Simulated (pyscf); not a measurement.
F–SiH₂–O–SiH₃ + hydrogen fluoride (HF) -> F–SiH₂–O–SiH₂–F + hydrogen (H₂), a four-centre exchange (singlet surface; H–Si, F–H broken, F–Si, H–H formed). Single points on ωB97X-D3(BJ)/def2-SVP structures (PySCF, gas phase). Energies in kcal/mol from the separated reactants.

Small-basis levels: PySCF, no dispersion term, spherical d functions. AM1 to PM7: differences of heats of formation from MOPAC, which are fitted to 298 K values and so differ in kind from electronic energies by zero-point and thermal terms. GFN2-xTB: tblite. Cost: rough CPU time at the saddle relative to B3LYP/6-31G*, from one job on a shared machine.

| level | barrier | reaction energy | cost |
|---|---|---|---|
| HF/STO-3G | 80.7 | -18.8 | 0.03 |
| HF/3-21G | 40.5 | -41.8 | 0.03 |
| HF/6-31G* | 46.0 | -36.1 | 0.05 |
| MP2/6-31G* | 28.5 | -42.8 | 0.07 |
| SVWN5/6-31G* | 3.1 | -41.1 | 0.7 |
| PBE/6-31G* | 13.7 | -40.6 | 1 |
| B3LYP/STO-3G | 33.8 | -31.5 | 0.5 |
| PBE/def2-SVP | 15.4 | -31.5 | 1 |
| GFN2-xTB | 36.9 | -33.3 | under 0.02 |
| AM1 | 78.6 | -32.9 | under 0.02 |
| PM6 | 7.8 | -62.2 | under 0.02 |
| PM7 | 37.8 | -70.9 | under 0.02 |
| ωB97M-D3(BJ)/def2-TZVP | 26.8 | -32.6 | – |

Against the last row the barrier runs from -23.8 (SVWN5/6-31G*) to +53.8 kcal/mol (HF/STO-3G). ωB97M-D3(BJ)/def2-TZVP has limits of its own. On the reactant side the descent ends in a complex (not fully relaxed), 5.0 kcal/mol under the separated species and 32.1 kcal/mol under the saddle at ωB97X-D3(BJ)/def2-TZVP. The same reactants have a lower exit, to F–SiH₂–F + HO–SiH₃ (barrier +12.9 kcal/mol at ωB97M-D3(BJ)/def2-TZVP, against +26.8 kcal/mol here). This is the saddle that the search found; another between the same sides may lie lower.
